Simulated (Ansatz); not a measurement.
**PF2 (doublet): from Hartree-Fock to the top rungs, def2-TZVPP**

One table from this session's results is given with a row withheld; the runs are named, their logs left out.

Computed with Ansatz 0.2.0, Gaussian basis. Level: def2-TZVPP, core rule «outside noble gas», up to 7 orbitals frozen.

To be run: UHF; ROHF; CCSD(T) on UHF.

2 further runs of the same task are left out: 2 set aside as unsound or not needed.

**The geometry**

The geometry is a PBE0/def2-TZVP stationary point (not a proven minimum).

3 atoms, charge 0, spin multiplicity 2.

Atoms are counted from 1 here; the program's logs count them from 0.

Bond lengths: F1–P2 1.584 Å, P2–F3 1.584 Å. Angles: F1–P2–F3 98.7°.

The first run:

Contents of in.yaml:

```yaml
crystal:
  periodic: [false, false, false]
  atoms:
    - {symbol: F, position_ang: [0.000000, -0.463276, 1.202212]}
    - {symbol: P, position_ang: [0.000000, 0.568321, 0.000000]}
    - {symbol: F, position_ang: [0.000000, -0.463276, -1.202212]}
basis:
  gaussian: {orbitals: def2-TZVPP}
magnetization: {spin_polarized: true, initial_magnetization: 1}
hamiltonian: {xc: hf}
output: {orbitals: {seedname: orbitals}}
```

Launch:

```bash
$ ansatz run in.yaml --threads 1 --pin off --events-out ev --progress --plain --max-ram 4096MiB --backend cpu
```

Steps of the session up to this table: UHF; ROHF; CCSD(T) on UHF.

One of the session's tables, all rows but one given; the rest of the session is left out.

| method | from UCCSD(T) (meV) |
| --- | --- |
| ROHF | +17872.4 |
| UHF | +17677.7 |
| UMP2 | +897.0 |
| UCCSD | ? |
| UCCSD(T) | 0 |

Q: Estimate the row for UCCSD from the others.

**Answer.** from UCCSD(T) (meV): +554.8. In the column «from UCCSD(T) (meV)» it lies between UCCSD(T) (0) and UMP2 (+897.0).

With the free atoms at the same levels and basis (separate runs), the atomisation energy is 9.384 eV at UCCSD(T), 6.232 eV at ROHF.
